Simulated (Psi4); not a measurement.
# Predicting a hybrid from its neighbours: CF

CF: 2 atoms, total charge 0, spin state doublet. As SMILES, `[C]F`. The shape is that of a PBE0-D4/def2-TZVP optimisation.

The dipole moment y, in D, basis cc-pVTZ; a is the functional's share of exact exchange. Programs: Psi4 1.11.

| functional | program | a | y (D) |
| --- | --- | --- | --- |
| UBLYP | Psi4 | 0 | 0.93 |
| U-r2SCAN | Psi4 | 0 | 0.88 |
| UTPSSh | Psi4 | 0.1 | 0.86 |
| UB3LYP | Psi4 | 0.2 | ? |
| UPBE0 | Psi4 | 0.25 | 0.81 |

Q: Fit y = c + s·a to the known rows and predict UB3LYP.

A: 
1. Means of the 4 rows: a = 0.0875, y = 0.870.
2. Σ(Δa)² = 0.041875, Σ(Δa·Δy) = -0.016, so the slope is -0.016/0.041875 = -0.38209.
3. Intercept: 0.870 − (-0.38209) × 0.0875 = 0.903. The largest residual of the fit is 0.027.
4. UB3LYP: 0.903 + (-0.38209) × 0.2 = 0.83 D.

The run gave 0.80 D, so the prediction is off by +0.03 D, about the largest residual. The rows mix families of semi-local functionals, which the line can't see.
